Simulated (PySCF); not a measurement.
Species: C6H8.
Numbering: `[CH2:1]1[CH2:2][C:3]2=[C:4]1[CH2:5][CH2:6]2`

Structure used (PBE0-D3(BJ)/def2-SVP), in Å, numbered top down from 1:
```
atom  x, y, z in Å
C1     1.6381    0.2065   -0.4460
C2     1.3146   -0.0245    1.0939
C3    -0.1298   -0.1444    0.6333
C4     0.1390    0.0468   -0.6458
C5    -1.3136    0.0163   -1.0949
C6    -1.6372   -0.2145    0.4451
H7     2.2859   -0.5589   -0.9043
H8     2.0587    1.1998   -0.6747
H9     1.5530    0.8367    1.7398
H10    1.7724   -0.9260    1.5337
H11   -1.6116   -0.8104   -1.7608
H12   -1.7184    0.9563   -1.5053
H13   -2.2272    0.5933    0.9088
H14   -2.1228   -1.1768    0.6776
```

Probes without a nucleus sit at each ring's centroid and 1 Å off its mean plane on both sides; NICS is minus the shielding there, NICSzz its component along the normal. Level: GIAO PBE/pcSseg-2 (PySCF, non-relativistic, gas phase) on the PBE0-D3(BJ)/def2-SVP geometry, one conformer.

Ring bond lengths (Å): C1–C2 1.590, C2–C3 1.521, C3–C4 1.321, C4–C1 1.521; C3–C4 1.321, C4–C5 1.521, C5–C6 1.590, C6–C3 1.521.

**Question.** What do the NICS probes read (ppm)?

**Answer.** 
```
       ring                                                    type  NICS(0)  NICS(1), two faces  NICS(1)zz, two faces  rms pucker (Å)  centre to ring atoms, mean (Å)
C1–C2–C3–C4  4-membered carbocycle; formal bonds 1 double, 3 single      4.1         -1.1 / -1.2             3.0 / 3.1            0.00                            1.05
C3–C4–C5–C6  4-membered carbocycle; formal bonds 1 double, 3 single      4.1         -1.1 / -1.2             3.0 / 3.1            0.00                            1.05
```

**Question.** What can be read from them?

**Answer.** 
- C1–C2–C3–C4: mean NICS(1)zz 3.1 ppm, deshielded. C1, C2 have four or more neighbours, so the value isn't read as a sign of a π ring current. NICS(0) lies 5 ppm above the mean NICS(1).
- C3–C4–C5–C6: mean NICS(1)zz 3.1 ppm, deshielded. C5, C6 have four or more neighbours, and the NICS criterion for π rings isn't applied. NICS(0) lies 5 ppm above the mean NICS(1).

**Question.** How shielded are the nuclei of the rings and their hydrogens (means over atoms taken as equivalent)?

**Answer.** 
```json
{"atoms": "C1 (×4)", "environment": "allylic carbon", "σ isotropic (ppm)": "131.4", "principal values of the symmetric part, first atom (ppm)": "105.9, 134.4, 153.9"}
{"atoms": "C3 (×2)", "environment": "fully substituted alkene carbon", "σ isotropic (ppm)": "6.4", "principal values of the symmetric part, first atom (ppm)": "-148.3, 42.8, 124.7"}
{"atoms": "H7 (×8)", "environment": "methylene hydrogen", "σ isotropic (ppm)": "27.65", "principal values of the symmetric part, first atom (ppm)": "25.5, 25.9, 31.5"}
```

**Question.** How do the values depend on the level or the medium?

**Answer.** 
```csv
level,"NICS(0), C1–C2–C3–C4","mean NICS(1)zz, C1–C2–C3–C4","NICS(0), C3–C4–C5–C6","mean NICS(1)zz, C3–C4–C5–C6"
"PBE/pcSseg-2, gas",4.1,3.1,4.1,3.1
"PBE0/pcSseg-1, gas",3.6,3.0,3.6,3.0
```

The geometry is the same throughout.

Hardware: Intel Xeon 6975P-C, one thread (shared host). Cost: 48 s of wall time, 1.1 GiB resident at most. This is the whole shielding run at PBE/pcSseg-2, SCF included.
